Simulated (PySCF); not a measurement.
Gas-phase reaction: (CH3)3SiOH + CO2 → CH3SiH + 3 H2 + 3 CO

Computed with PySCF and rigid-rotor harmonic-oscillator thermochemistry at 1 bar. † marks an energy on the PBE0/def2-TZVP geometry and frequencies; other levels use their own. MP2 and CCSD(T) freeze the core. 6-31G* has spherical d functions here. All species are closed-shell singlets. B3LYP is the form with VWN-RPA correlation. CH3SiH: computed as isolated molecules; such fragments, hydroxides, amides, oligomers or adducts are transient or little studied in the gas. MP2 isn't extrapolated to the basis-set limit; its ΔH°(298 K) is 737.0 kJ in def2-SVP and 792.8 kJ in def2-TZVPP. CCSD(T) isn't extrapolated to the basis-set limit. The harmonic model lacks anharmonicity and excited electronic states, which grow with temperature; levels with a mode under 35 cm⁻¹ are left out. Internal rotation in (CH3)3SiOH, CH3SiH is treated as a harmonic vibration of one conformer, which makes the entropy rough.

```csv
level,"ΔE electronic, kJ","ΔH°(298 K), kJ","ΔS°(298 K), J/K","ΔG°(600 K), kJ"
B3LYP/6-31G*,838,738,659,339
CCSD(T)/def2-SVP†,769,669,660,269
HF/def2-TZVP†,720,620,660,220
M06-2X/def2-TZVP†,862,762,660,362
MP2/def2-TZVPP†,892,793,660,392
PBE/def2-TZVP†,923,824,660,423
LDA/def2-TZVP†,1144,1044,660,644
ωB97M-V/def2-TZVP†,854,754,660,354
```
ΔH° is lowest at HF/def2-TZVP† and highest at LDA/def2-TZVP†. No reference value is set beside these.
